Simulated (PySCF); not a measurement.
A species of formula [C4H6F]+ has this rotational fingerprint, computed with PBE0-D3(BJ)/def2-SVP geometry optimisation, gas phase (PySCF 2.14.0):

| Property | Result |
| --- | --- |
| Rotational constants | A = 10068, B = 4015, C = 2922 MHz |
| Dipole components (about the centre of mass) | \|μa\| = 0.75 D, \|μb\| = 1.91 D, \|μc\| = 0.09 D |
| Inertial defect | -3.11 u·Å² |
| κ | -0.69 |

Question: Which structure is it? (One computed conformer of each.)
A. `[CH2:1]=[CH:2][CH+:3][CH2:4][F:5]` (charge +1) with C1–C2–C3–C4 180°, C2–C3–C4–F5 0°
B. `[CH2:1]=[C:2]([F:3])[CH+:4][CH3:5]` (charge +1) with C1–C2–C4–C5 180°
C. `[CH2:1]=[CH:2][C+:3]([CH3:4])[F:5]` (charge +1) with C1–C2–C3–C4 179°

Answer: C. It is C=C[C+](C)F, an asymmetric top. The candidates at the same level (rigid rotor, commonest isotopes):

```csv
SMILES,A (MHz),B (MHz),C (MHz),μa (D),μb (D),μc (D),Δ (u·Å²),point group,rotor
C=C(F)[CH+]C,9556,4002,2869,0.77,3.97,0.08,-3.00,near Cs,asymmetric top
C=C[CH+]CF,15792,2770,2391,4.24,2.95,0.00,-3.11,Cs,near-prolate asymmetric top
C=C[C+](C)F,10068,4015,2922,0.75,1.91,0.09,-3.11,near Cs,asymmetric top
```

`C=C(F)[CH+]C` has A 5 % too low; `C=C[CH+]CF` has A 57 % too high. No structure here is proved a minimum.
